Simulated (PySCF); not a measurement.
## Basis-set dependence of population analyses: butanenitrile

Species: butanenitrile, C₄H₇N.
Cartesian coordinates in Å at the PBE0-D3(BJ)/def2-SVP level; atoms count from 1:
```xyz
12
C4H7N angstrom
C     -1.5782   -0.2448   -0.0852
C     -0.1294   -0.5545    0.2492
C      0.7998    0.6152   -0.0859
C      2.1980    0.3435    0.2232
N      3.3004    0.1052    0.4825
H     -2.2313   -1.0941    0.1621
H     -1.9422    0.6301    0.4765
H     -1.7059   -0.0273   -1.1576
H      0.2079   -1.4476   -0.3008
H     -0.0270   -0.7972    1.3191
H      0.4961    1.5191    0.4688
H      0.7272    0.8696   -1.1567
```

PBE0 throughout (PySCF), one geometry, spherical d and f functions. Isolated species at its PBE0-D3(BJ)/def2-SVP geometry (one conformer only). Atoms taken as equivalent share a column and are averaged. The first 7 of 8 kinds of atom are listed.

Mulliken charges (e):

```json
{"basis": "pcSseg-0", "functions": "59", "C1": "-0.636", "C2": "-0.526", "C3": "-0.359", "C4": "+0.089", "N5": "-0.379", "H6/H7/H8": "+0.238", "H9/H10": "+0.264"}
{"basis": "cc-pVDZ", "functions": "105", "C1": "-0.082", "C2": "-0.115", "C3": "-0.036", "C4": "-0.075", "N5": "-0.139", "H6/H7/H8": "+0.050", "H9/H10": "+0.060"}
{"basis": "pcSseg-1", "functions": "120", "C1": "-0.281", "C2": "-0.288", "C3": "-0.223", "C4": "+0.060", "N5": "-0.252", "H6/H7/H8": "+0.122", "H9/H10": "+0.142"}
{"basis": "aug-cc-pVDZ", "functions": "178", "C1": "+0.451", "C2": "+0.512", "C3": "+0.599", "C4": "-0.051", "N5": "-0.320", "H6/H7/H8": "-0.118", "H9/H10": "-0.266"}
{"basis": "IGLO-III", "functions": "245", "C1": "-0.356", "C2": "-0.191", "C3": "-0.182", "C4": "+0.110", "N5": "-0.306", "H6/H7/H8": "+0.121", "H9/H10": "+0.131"}
{"basis": "cc-pVTZ", "functions": "248", "C1": "-0.301", "C2": "-0.161", "C3": "-0.147", "C4": "-0.092", "N5": "-0.076", "H6/H7/H8": "+0.102", "H9/H10": "+0.110"}
```

IAO charges (e):

```tsv
basis	functions	C1	C2	C3	C4	N5	H6/H7/H8	H9/H10
pcSseg-0	59	-0.424	-0.258	-0.301	+0.128	-0.239	+0.146	+0.151
cc-pVDZ	105	-0.411	-0.235	-0.290	+0.130	-0.241	+0.140	+0.143
pcSseg-1	120	-0.411	-0.237	-0.290	+0.138	-0.252	+0.141	+0.144
aug-cc-pVDZ	178	-0.422	-0.241	-0.295	+0.142	-0.258	+0.144	+0.147
IGLO-III	245	-0.426	-0.244	-0.298	+0.143	-0.260	+0.145	+0.148
cc-pVTZ	248	-0.426	-0.244	-0.297	+0.141	-0.255	+0.145	+0.148
```

Hirshfeld charges (e):

```tsv
basis	functions	C1	C2	C3	C4	N5	H6/H7/H8	H9/H10
pcSseg-0	59	-0.096	-0.038	-0.022	+0.071	-0.221	+0.039	+0.038
cc-pVDZ	105	-0.104	-0.049	-0.032	+0.072	-0.225	+0.042	+0.044
pcSseg-1	120	-0.109	-0.053	-0.037	+0.083	-0.234	+0.044	+0.045
aug-cc-pVDZ	178	-0.117	-0.062	-0.045	+0.079	-0.236	+0.047	+0.051
IGLO-III	245	-0.117	-0.062	-0.045	+0.080	-0.238	+0.047	+0.051
cc-pVTZ	248	-0.114	-0.058	-0.041	+0.080	-0.236	+0.046	+0.049
```

Question: Which scheme is steadiest as the basis changes?

Answer: Largest range over the bases for any column: IAO 0.02 e, Hirshfeld 0.02 e, Mulliken 1.09 e. IAO and Hirshfeld charges move least and Mulliken charges most, counted in e.

Question: How much do the charges still move between the two largest bases, IGLO-III and cc-pVTZ?

Answer: At most, over all atoms: Mulliken 0.230 e, IAO 0.005 e, Hirshfeld 0.004 e.

Question: What do the same runs give for the total energy, the frontier levels and the dipole moment?

Answer: 
| basis | energy (Eh) | HOMO (eV) | LUMO (eV) | μ (D) |
| --- | --- | --- | --- | --- |
| pcSseg-0 | -210.6408 | -9.48 | 0.94 | 4.19 |
| cc-pVDZ | -211.1336 | -9.06 | 1.02 | 4.00 |
| pcSseg-1 | -211.0961 | -9.28 | 0.69 | 4.20 |
| aug-cc-pVDZ | -211.1452 | -9.24 | -0.32 | 4.30 |
| IGLO-III | -211.2033 | -9.25 | 0.29 | 4.31 |
| cc-pVTZ | -211.1929 | -9.20 | 0.60 | 4.21 |

The dipole is fixed by the density alone, so its range of 0.31 D shows that the density itself changes with the basis, not only its division among atoms.
